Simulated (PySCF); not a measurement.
## Molecular orbitals of P₂

r²SCAN at R = 1.883 Å; PySCF, no relativity, basis sets P def2-TZVPPD. State: ¹Σg⁺ (singlet), closed shell. Only the outer orbitals are listed.

| orbital | occ. | ε (eV) | main shells (%) |
| --- | --- | --- | --- |
| σg | 2 | -17.69 | 87 s, 12 p |
| σu | 2 | -11.88 | 88 s, 11 p |
| σg | 2 | -7.44 | 83 p, 16 s |
| πu | 2 | -7.41 | 96 p |
| πu | 2 | -7.41 | 96 p |
| πg | 0 | -3.30 | 90 p, 9 d |
| πg | 0 | -3.30 | 90 p, 9 d |
| σu | 0 | 1.04 | 107 s, 54 d |

Task: Which are the highest filled and the lowest empty level, where do they sit, and how wide is the gap?

Result: Highest filled πu at -7.41 eV (in %: 96 p); lowest empty πg at -3.30 eV (in %: 90 p, 9 d); the gap at r²SCAN is 4.11 eV.

* bond order (Mayer): 2.79
* ⟨S²⟩: 0.000

Shares are Mulliken populations and can fall outside 0 to 100 %.
